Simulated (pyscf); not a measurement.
Structures and frequencies: ωB97X-D3(BJ)/def2-SVP in PySCF.

HF (SMILES F) + F–NbH(F)(F)–F (SMILES [F][NbH]([F])([F])[F]) → F–Nb(F)(F)(F)–F (SMILES [F][Nb]([F])([F])([F])[F]) + H₂ (SMILES [H][H])
Surface: singlet. Broken: F–H, H–Nb. Formed: F–Nb, H–H. Give ΔE‡ and ΔE from ωB97M-D3(BJ)/def2-TZVP, relative to the separated reactants.

ΔE‡ = 1.7 kcal/mol, ΔE = -33.4 kcal/mol. Zero-point energy shifts the barrier by +0.3 kcal/mol. It is a four-centre exchange, with an imaginary mode of 884i cm⁻¹. On the reactant side the descent ends in an adduct with a F–Nb contact, 6.5 kcal/mol under the separated species and 6.7 kcal/mol under the saddle at ωB97X-D3(BJ)/def2-TZVP. What is counted as formed (F–Nb) is already present as a longer contact in the reactant adduct; forming that adduct is a step of its own. At the saddle there is also a short H–Nb contact that neither side keeps. One saddle was located; it need not be the lowest between these sides. Elements past Kr carry the def2 core potentials, without spin-orbit coupling.
